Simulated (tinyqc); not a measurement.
Inside a calculation (part 2 of 2). Method: UKS/LDA (PW92) in the sto-3g basis, for LiH+, spin multiplicity 2. Computed by tinyqc, a small Python program that keeps every step (integrals from PySCF). Command: `OMP_NUM_THREADS=1 python tinyqc.py 27986 27987 out.jsonl` (the two numbers bound the seeds that draw the settings). One thread of a shared host (Intel(R) Xeon(R) Processor @ 2.60GHz), about 0.9 s of CPU time with the checks.

Geometry (angstrom):

| atom | x | y | z |
|---|---|---|---|
| Li | 0.0000 | 0.0000 | 0.0000 |
| H | 0.0000 | 0.0000 | 3.1390 |

## Iteration 2: diagonalisation and new density

F(alpha) (hartree):
```
          1Li 1s   1Li 2s  1Li 2px  1Li 2py  1Li 2pz    2H 1s
1Li 1s   -2.0727  -0.5833   0.0000   0.0000  -0.0006  -0.0036
1Li 2s   -0.5833  -0.4168   0.0000   0.0000  -0.0329  -0.0700
1Li 2px   0.0000   0.0000  -0.1858   0.0000   0.0000   0.0000
1Li 2py   0.0000   0.0000   0.0000  -0.1858   0.0000   0.0000
1Li 2pz  -0.0006  -0.0329   0.0000   0.0000  -0.2000  -0.1058
2H 1s    -0.0036  -0.0700   0.0000   0.0000  -0.1058  -0.4153
```

F(beta) (hartree):
```
          1Li 1s   1Li 2s  1Li 2px  1Li 2py  1Li 2pz    2H 1s
1Li 1s   -2.0714  -0.5819   0.0000   0.0000   0.0006  -0.0035
1Li 2s   -0.5819  -0.4004   0.0000   0.0000  -0.0184  -0.0572
1Li 2px   0.0000   0.0000  -0.1718   0.0000   0.0000   0.0000
1Li 2py   0.0000   0.0000   0.0000  -0.1718   0.0000   0.0000
1Li 2pz   0.0006  -0.0184   0.0000   0.0000  -0.1791  -0.0848
2H 1s    -0.0035  -0.0572   0.0000   0.0000  -0.0848  -0.1671
```

X:
```
               1        2       3        4        5       6
1Li 1s   -0.6780   0.4436  0.0000   0.0000  -0.3821  0.5100
1Li 2s    0.7786  -0.2686  0.0000   0.0000  -0.2351  0.5844
1Li 2px   0.0000   0.0000  0.0916   0.9958   0.0000  0.0000
1Li 2py   0.0000   0.0000  0.9958  -0.0916   0.0000  0.0000
1Li 2pz   0.2931   0.7157  0.0000   0.0000   0.6185  0.2215
2H 1s    -0.4791  -0.6264  0.0000   0.0000   0.5370  0.3636
```

D(alpha) after iteration 1:
```
          1Li 1s  1Li 2s  1Li 2px  1Li 2py  1Li 2pz    2H 1s
1Li 1s    0.9799  0.0226   0.0000   0.0000  -0.0179  -0.0912
1Li 2s    0.0226  0.1140   0.0000   0.0000   0.0757   0.2817
1Li 2px   0.0000  0.0000   0.0000   0.0000   0.0000   0.0000
1Li 2py   0.0000  0.0000   0.0000   0.0000   0.0000   0.0000
1Li 2pz  -0.0179  0.0757   0.0000   0.0000   0.0514   0.1921
2H 1s    -0.0912  0.2817   0.0000   0.0000   0.1921   0.7187
```

D(beta) after iteration 1:
```
          1Li 1s   1Li 2s  1Li 2px  1Li 2py  1Li 2pz    2H 1s
1Li 1s    0.9743   0.0483   0.0000   0.0000  -0.0011  -0.0038
1Li 2s    0.0483   0.0024   0.0000   0.0000  -0.0001  -0.0002
1Li 2px   0.0000   0.0000   0.0000   0.0000   0.0000   0.0000
1Li 2py   0.0000   0.0000   0.0000   0.0000   0.0000   0.0000
1Li 2pz  -0.0011  -0.0001   0.0000   0.0000   0.0000   0.0000
2H 1s    -0.0038  -0.0002   0.0000   0.0000   0.0000   0.0000
```

overlap S:
```
         1Li 1s  1Li 2s  1Li 2px  1Li 2py  1Li 2pz   2H 1s
1Li 1s   1.0000  0.2411   0.0000   0.0000   0.0000  0.0013
1Li 2s   0.2411  1.0000   0.0000   0.0000   0.0000  0.1074
1Li 2px  0.0000  0.0000   1.0000   0.0000   0.0000  0.0000
1Li 2py  0.0000  0.0000   0.0000   1.0000   0.0000  0.0000
1Li 2pz  0.0000  0.0000   0.0000   0.0000   1.0000  0.1689
2H 1s    0.0013  0.1074   0.0000   0.0000   0.1689  1.0000
```

A level shift of 0.2 hartree raises the virtual space: F + shift (S - S D(s) S), with D(s) the density of one spin. Diagonalise F' = X^T F X, C = X C', fill 2 alpha and 1 beta electrons from the bottom; D(s) = C_occ C_occ^T. Each column has its largest component positive (the first on a tie).

F' = X^T F X (alpha) (hartree):
```
         1        2       3       4        5        6
1  -0.4774   0.3327  0.0000  0.0000  -0.3834   0.6383
2   0.3327  -0.3422  0.0000  0.0000   0.4737  -0.3987
3   0.0000   0.0000  0.0142  0.0000   0.0000   0.0000
4   0.0000   0.0000  0.0000  0.0142   0.0000   0.0000
5  -0.3834   0.4737  0.0000  0.0000  -0.5891   0.4691
6   0.6383  -0.3987  0.0000  0.0000   0.4691  -1.1259
```

orbital energies (alpha) (hartree): MO1 -2.0768, MO2 -0.4234, MO3 -0.0620, MO4 0.0142, MO5 0.0142, MO6 0.0276

coefficients C (alpha):
```
             MO1      MO2      MO3      MO4     MO5      MO6
1Li 1s    0.9868  -0.0787  -0.2806   0.0000  0.0000   0.0617
1Li 2s    0.0501   0.2656   0.9775   0.0000  0.0000  -0.2162
1Li 2px   0.0000   0.0000   0.0000   0.9965  0.0837   0.0000
1Li 2py   0.0000   0.0000   0.0000  -0.0837  0.9965   0.0000
1Li 2pz   0.0020   0.1957   0.1837   0.0000  0.0000   0.9786
2H 1s    -0.0047   0.8866  -0.4233   0.0000  0.0000  -0.2778
```

F' = X^T F X (beta) (hartree):
```
         1        2       3       4        5        6
1  -0.4202   0.4005  0.0000  0.0000  -0.4391   0.6079
2   0.4005  -0.2153  0.0000  0.0000   0.3408  -0.5059
3   0.0000   0.0000  0.0282  0.0000   0.0000   0.0000
4   0.0000   0.0000  0.0000  0.0282   0.0000   0.0000
5  -0.4391   0.3408  0.0000  0.0000  -0.4214   0.6138
6   0.6079  -0.5059  0.0000  0.0000   0.6138  -0.9890
```

orbital energies (beta) (hartree): MO1 -2.0754, MO2 -0.0703, MO3 0.0017, MO4 0.0282, MO5 0.0282, MO6 0.0982

coefficients C (beta):
```
             MO1      MO2      MO3      MO4     MO5      MO6
1Li 1s    0.9872  -0.2436   0.1614   0.0000  0.0000   0.0493
1Li 2s    0.0485   0.8474  -0.5677   0.0000  0.0000  -0.1804
1Li 2px   0.0000   0.0000   0.0000  -0.0530  0.9986   0.0000
1Li 2py   0.0000   0.0000   0.0000   0.9986  0.0530   0.0000
1Li 2pz   0.0005   0.3206   0.6647   0.0000  0.0000  -0.6965
2H 1s    -0.0038   0.3454   0.4552   0.0000  0.0000   0.8461
```

D(alpha) after iteration 2:
```
          1Li 1s  1Li 2s  1Li 2px  1Li 2py  1Li 2pz    2H 1s
1Li 1s    0.9799  0.0285   0.0000   0.0000  -0.0135  -0.0744
1Li 2s    0.0285  0.0730   0.0000   0.0000   0.0521   0.2352
1Li 2px   0.0000  0.0000   0.0000   0.0000   0.0000   0.0000
1Li 2py   0.0000  0.0000   0.0000   0.0000   0.0000   0.0000
1Li 2pz  -0.0135  0.0521   0.0000   0.0000   0.0383   0.1735
2H 1s    -0.0744  0.2352   0.0000   0.0000   0.1735   0.7861
```

D(beta) after iteration 2:
```
          1Li 1s   1Li 2s  1Li 2px  1Li 2py  1Li 2pz    2H 1s
1Li 1s    0.9746   0.0478   0.0000   0.0000   0.0005  -0.0038
1Li 2s    0.0478   0.0023   0.0000   0.0000   0.0000  -0.0002
1Li 2px   0.0000   0.0000   0.0000   0.0000   0.0000   0.0000
1Li 2py   0.0000   0.0000   0.0000   0.0000   0.0000   0.0000
1Li 2pz   0.0005   0.0000   0.0000   0.0000   0.0000   0.0000
2H 1s    -0.0038  -0.0002   0.0000   0.0000   0.0000   0.0000
```

Within a degenerate level the vectors are fixed only up to a rotation; this is one choice.

## Iteration 14 (converged): orbitals

converged F(alpha) (hartree):
```
          1Li 1s   1Li 2s  1Li 2px  1Li 2py  1Li 2pz    2H 1s
1Li 1s   -2.0870  -0.5860   0.0000   0.0000  -0.0004  -0.0036
1Li 2s   -0.5860  -0.4140   0.0000   0.0000  -0.0282  -0.0680
1Li 2px   0.0000   0.0000  -0.1818   0.0000   0.0000   0.0000
1Li 2py   0.0000   0.0000   0.0000  -0.1818   0.0000   0.0000
1Li 2pz  -0.0004  -0.0282   0.0000   0.0000  -0.1998  -0.1026
2H 1s    -0.0036  -0.0680   0.0000   0.0000  -0.1026  -0.3830
```

converged F(beta) (hartree):
```
          1Li 1s   1Li 2s  1Li 2px  1Li 2py  1Li 2pz    2H 1s
1Li 1s   -2.0860  -0.5851   0.0000   0.0000   0.0003  -0.0035
1Li 2s   -0.5851  -0.4024   0.0000   0.0000  -0.0167  -0.0550
1Li 2px   0.0000   0.0000  -0.1729   0.0000   0.0000   0.0000
1Li 2py   0.0000   0.0000   0.0000  -0.1729   0.0000   0.0000
1Li 2pz   0.0003  -0.0167   0.0000   0.0000  -0.1828  -0.0812
2H 1s    -0.0035  -0.0550   0.0000   0.0000  -0.0812  -0.1232
```

Diagonalise F' = X^T F X, C = X C', fill 2 alpha and 1 beta electrons from the bottom; D(s) = C_occ C_occ^T. Each column has its largest component positive (the first on a tie).

F' = X^T F X (alpha) (hartree):
```
         1        2        3        4        5        6
1  -0.6322   0.3126   0.0000   0.0000  -0.3542   0.5783
2   0.3126  -0.4719   0.0000   0.0000   0.3767  -0.4138
3   0.0000   0.0000  -0.1818   0.0000   0.0000   0.0000
4   0.0000   0.0000   0.0000  -0.1818   0.0000   0.0000
5  -0.3542   0.3767   0.0000   0.0000  -0.6608   0.5024
6   0.5783  -0.4138   0.0000   0.0000   0.5024  -1.1481
```

orbital energies (alpha) (hartree): MO1 -2.0911, MO2 -0.3967, MO3 -0.2527, MO4 -0.1818, MO5 -0.1818, MO6 -0.1725

coefficients C (alpha):
```
             MO1      MO2      MO3      MO4     MO5      MO6
1Li 1s    0.9872  -0.0658  -0.2860   0.0000  0.0000   0.0416
1Li 2s    0.0485   0.2209   1.0015   0.0000  0.0000  -0.1453
1Li 2px   0.0000   0.0000   0.0000  -0.6542  0.7564   0.0000
1Li 2py   0.0000   0.0000   0.0000   0.7564  0.6542   0.0000
1Li 2pz   0.0015   0.1944   0.1205   0.0000  0.0000   0.9887
2H 1s    -0.0041   0.9023  -0.3624   0.0000  0.0000  -0.3113
```

F' = X^T F X (beta) (hartree):
```
         1        2        3        4        5        6
1  -0.5752   0.3811   0.0000   0.0000  -0.4117   0.5430
2   0.3811  -0.3792   0.0000   0.0000   0.2936  -0.4708
3   0.0000   0.0000  -0.1729   0.0000   0.0000   0.0000
4   0.0000   0.0000   0.0000  -0.1729   0.0000   0.0000
5  -0.4117   0.2936   0.0000   0.0000  -0.5712   0.5674
6   0.5430  -0.4708   0.0000   0.0000   0.5674  -1.0961
```

orbital energies (beta) (hartree): MO1 -2.0900, MO2 -0.2653, MO3 -0.1939, MO4 -0.1729, MO5 -0.1729, MO6 -0.0725

coefficients C (beta):
```
             MO1      MO2      MO3     MO4      MO5      MO6
1Li 1s    0.9874  -0.2617   0.1265  0.0000   0.0000   0.0546
1Li 2s    0.0479   0.9132  -0.4463  0.0000   0.0000  -0.1996
1Li 2px   0.0000   0.0000   0.0000  0.9854  -0.1702   0.0000
1Li 2py   0.0000   0.0000   0.0000  0.1702   0.9854   0.0000
1Li 2pz   0.0008   0.2919   0.7996  0.0000   0.0000  -0.5525
2H 1s    -0.0038   0.2393   0.3374  0.0000   0.0000   0.9334
```

D(alpha) after iteration 14:
```
          1Li 1s  1Li 2s  1Li 2px  1Li 2py  1Li 2pz    2H 1s
1Li 1s    0.9789  0.0334   0.0000   0.0000  -0.0113  -0.0634
1Li 2s    0.0334  0.0512   0.0000   0.0000   0.0430   0.1992
1Li 2px   0.0000  0.0000   0.0000   0.0000   0.0000   0.0000
1Li 2py   0.0000  0.0000   0.0000   0.0000   0.0000   0.0000
1Li 2pz  -0.0113  0.0430   0.0000   0.0000   0.0378   0.1754
2H 1s    -0.0634  0.1992   0.0000   0.0000   0.1754   0.8142
```

D(beta) after iteration 14:
```
          1Li 1s   1Li 2s  1Li 2px  1Li 2py  1Li 2pz    2H 1s
1Li 1s    0.9750   0.0473   0.0000   0.0000   0.0008  -0.0037
1Li 2s    0.0473   0.0023   0.0000   0.0000   0.0000  -0.0002
1Li 2px   0.0000   0.0000   0.0000   0.0000   0.0000   0.0000
1Li 2py   0.0000   0.0000   0.0000   0.0000   0.0000   0.0000
1Li 2pz   0.0008   0.0000   0.0000   0.0000   0.0000   0.0000
2H 1s    -0.0037  -0.0002   0.0000   0.0000   0.0000   0.0000
```

Within a degenerate level the vectors are fixed only up to a rotation; this is one choice.

## Convergence

Stop when the energy changes by less than 1e-08 hartree and every element of the error matrix X^T (F D S - S D F) X (for each spin) is below 3e-05.

Course of the cycle:

| iteration | E (hartree) | change | largest element of the error matrix |
|---|---|---|---|
| 1 | -7.255098 | - | 1.01e-01 |
| 2 | -7.484114 | -2.29e-01 | 2.62e-02 |
| 3 | -7.486938 | -2.82e-03 | 6.79e-03 |
| 4 | -7.487190 | -2.52e-04 | 2.81e-03 |
| 5 | -7.487273 | -8.34e-05 | 1.46e-03 |
| 6 | -7.487297 | -2.37e-05 | 8.81e-04 |
| 7 | -7.487305 | -8.06e-06 | 5.28e-04 |
| 8 | -7.487308 | -2.78e-06 | 3.12e-04 |
| 9 | -7.487309 | -9.61e-07 | 1.83e-04 |
| 10 | -7.487309 | -3.29e-07 | 1.07e-04 |
| 11 | -7.487309 | -1.11e-07 | 6.24e-05 |
| 12 | -7.487309 | -3.77e-08 | 3.64e-05 |
| 13 | -7.487309 | -1.27e-08 | 2.12e-05 |
| 14 | -7.487309 | -4.32e-09 | 1.24e-05 |

PySCF UKS in the same basis, fine grid, after a stability check = -7.487370 hartree

Converged in 14 iterations. The coarse grid moves the energy by +6.03e-05 hartree.

## Populations, bond orders and dipole

Mulliken: Z minus the diagonal of D S on the atom; Loewdin: the same with S^(1/2) D S^(1/2); Mayer order: 2 sum_s sum (D(s) S)_ij (D(s) S)_ji over the two atoms.

Charges (e):

| atom | Mulliken | Loewdin | Mulliken spin |
|---|---|---|---|
| 1Li | 0.8651 | 0.8583 | 0.1349 |
| 2H | 0.1349 | 0.1417 | 0.8651 |

Mayer bond orders:

| pair | order |
|---|---|
| 2-1 | 0.2334 |

dipole moment about the origin, x y z (debye): 0.0000  0.0000  1.1658

<S^2> of the determinant (pure state: 0.75) = 0.7500
